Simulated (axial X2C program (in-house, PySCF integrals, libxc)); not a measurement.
## Excited states of LiMg⁺ by EOM-EE-CCSD

Computed with an in-house all-electron X2C program for linear molecules (integrals from PySCF): two-component X2C with atomic mean-field Coulomb and Gaunt terms, Gaussian nuclei, basis Mg dyall-acv3z, Li dyall-acv3z with contracted cores.

R = 2.897 Å (near the PBE0 minimum at charge 1 of the determinant lowest at the starting distance; the state shown can have its own minimum elsewhere).

Hartree–Fock spinors of LiMg⁺ (one of each Kramers pair; a window near the gap, which can cut inner shells):

```tsv
ω	occupied	ε (eV)	character
1/2	yes	-12.07	60% Mg s, 17% Li p, 16% Li s
1/2	no	-4.22	42% Mg p, 37% Li s, 11% Li p
1/2	no	-3.32	50% Mg p, 46% Li p, 2% Li d
3/2	no	-3.32	50% Mg p, 46% Li p, 2% Li d
1/2	no	-2.96	38% Li p, 29% Mg p, 18% Li s
1/2	no	-1.89	43% Li p, 35% Mg p, 13% Li d
3/2	no	-1.89	43% Li p, 35% Mg p, 13% Li d
```

Vertical excitation energies from the closed-shell determinant state of LiMg⁺:

```
 Ω  excitation (eV)   cm⁻¹         hole of the leading pair     particle of the leading pair  weight of the pair (for Ω = 0 its time-reversed partner can hold as much again)  singles weight
0⁻            2.268  18293  60% Mg sσ, 17% Li pσ, 16% Li sσ  62% Mg pσ, 15% Li sσ, 13% Mg sσ                                                                             0.49            0.99
 1            2.268  18293  60% Mg sσ, 17% Li pσ, 16% Li sσ  62% Mg pσ, 15% Li sσ, 13% Mg sσ                                                                             0.99            0.99
0⁺            3.119  25153  60% Mg sσ, 17% Li pσ, 16% Li sσ   70% Mg pπ, 20% Li pπ, 8% Li dπ                                                                             0.49            0.98
0⁻            3.119  25153  60% Mg sσ, 17% Li pσ, 16% Li sσ   70% Mg pπ, 20% Li pπ, 8% Li dπ                                                                             0.49            0.98
 1            3.121  25172  60% Mg sσ, 17% Li pσ, 16% Li sσ   70% Mg pπ, 20% Li pπ, 8% Li dπ                                                                             0.49            0.98
 2            3.123  25191  60% Mg sσ, 17% Li pσ, 16% Li sσ   70% Mg pπ, 20% Li pπ, 8% Li dπ                                                                             0.98            0.98
0⁺            4.117  33209  60% Mg sσ, 17% Li pσ, 16% Li sσ   55% Mg pσ, 30% Li sσ, 9% Mg sσ                                                                             0.45            0.90
 1            4.794  38670  60% Mg sσ, 17% Li pσ, 16% Li sσ             60% Mg pπ, 34% Li pπ                                                                             0.46            0.92
0⁻            5.070  40890  60% Mg sσ, 17% Li pσ, 16% Li sσ  40% Li sσ, 34% Li pσ, 11% Mg pσ                                                                             0.49            0.97
 1            5.070  40890  60% Mg sσ, 17% Li pσ, 16% Li sσ  40% Li sσ, 34% Li pσ, 11% Mg pσ                                                                             0.97            0.97
```

This point took 2.9 s on 1 thread of Arm Neoverse N1 (shared host).

Reference electrons by ω block (each with its −ω partner): 1/2: 6, 3/2: 1. 2 electrons of LiMg⁺ correlated (inner shells frozen), 88 natural virtual spinors (a truncated set); levels can be off by some tenths of an eV. Roots sought by Ω: (0: 5, 1: 4, 2: 3, 3: 1); rows need 60 % singles weight and stop where some Ω has no more roots. Missing are any skipped roots, higher Ω and states of a further excitation; these come out far too high here and may in truth be low or lowest. T1 of the reference 0.016 (Lee–Taylor). Number of frozen shells: Mg 2 s, 1 p; Li 1 s.
